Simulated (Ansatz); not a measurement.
# CHBSi: the cost of one run

Program: Ansatz 0.2.0, Gaussian basis. Level of theory: def2-QZVPP, all electrons in the functionals. These are calculated values, not measurements.

To be run: PBE, BLYP, r2SCAN, B97M-V, PBE0, B3LYP, at charge 0, triplet; charge 0, singlet; charge 0, quintet; charge 1, doublet; charge 1, quartet.

2 further runs of the same task are left out: 2 set aside as unsound or not needed.

## Step 1: What is computed

The geometry is a PBE0/def2-TZVP stationary point (not a proven minimum).

4 atoms, charge 0, spin multiplicity 3.

Atoms are counted from 1 here; the program's logs count them from 0.

Bond lengths: B1–Si2 2.104 Å, B1–C3 1.413 Å, Si2–C3 1.748 Å, Si2–H4 1.507 Å. Angles: Si2–B1–C3 55.5°, B1–Si2–C3 41.8°, B1–Si2–H4 159.6°, C3–Si2–H4 117.8°, B1–C3–Si2 82.7°.

No dispersion term is added; B97M-V holds VV10 nonlocal correlation. B3LYP takes the VWN-RPA correlation.

The geometry shown and the zero of energy belong to the point charge 0, triplet. The yardstick, UCCSD(T), and other wave-function levels (R restricted, U unrestricted, valence and pair active spaces) come from earlier runs.

## Step 2: PBE, charge 0, triplet

File in.yaml:

```yaml
crystal:
  periodic: [false, false, false]
  atoms:
    - {symbol: B, position_ang: [0.000000, -0.542119, 1.311636]}
    - {symbol: Si, position_ang: [0.000000, -0.137461, -0.752718]}
    - {symbol: C, position_ang: [0.000000, 0.754866, 0.750494]}
    - {symbol: H, position_ang: [0.000000, 0.649881, -2.037416]}
basis:
  gaussian: {orbitals: "def2-QZVPP.json"}
magnetization: {spin_polarized: true, initial_magnetization: 2}
hamiltonian: {xc: {name: PBE}}
output: {orbitals: {seedname: orbitals}}
```

On the command line:

```bash
ansatz run in.yaml --threads 1 --pin off --events-out ev --progress --plain --max-ram 2393MiB
```

**Question.** How long does this run take on 1 thread of Arm Neoverse V2, shared host, and how much memory does it need?

About 6.5 s, with a peak of 0.39 GiB.
